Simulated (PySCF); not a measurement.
Spin-rotation constants: `O=C=S`, COS

Molfile (atoms numbered from 1):
```
COS
     RDKit          3D

  3  2  0  0  0  0  0  0  0  0999 V2000
   -1.2998    0.3172    0.0084 O   0  0  0  0  0  0  0  0  0  0  0  0
   -0.1675    0.0824    0.0105 C   0  0  0  0  0  0  0  0  0  0  0  0
    1.3637   -0.2352    0.0133 S   0  0  0  0  0  0  0  0  0  0  0  0
  1  2  2  0
  2  3  2  0
M  END
```

The calculation used PySCF, GIAO mPW1PW91/aug-pcSseg-2 magnetisability, rotational g tensor and spin-rotation constants, non-relativistic, gas phase. Geometry: PBE0-D3(BJ)/def2-SVP.

Q: Give the nuclear spin-rotation constants along the inertial axes (H = +C I·J) beside the isotropic shieldings.

A: Rotational constants –, 6.0870, 6.0870 GHz. A star marks the isotopologue with that one atom substituted, in its own axes.
```tsv
atom	isotope	Caa (kHz)	Cbb (kHz)	Ccc (kHz)	mean (kHz)	σ (ppm)
O1	17O*	–	-2.358	-2.358	-2.358	72.1
C2	13C*	–	3.373	3.373	3.373	17.3
S3	33S*	–	1.182	1.182	1.182	770.7
```
For the geometry as given, no vibrational averaging.
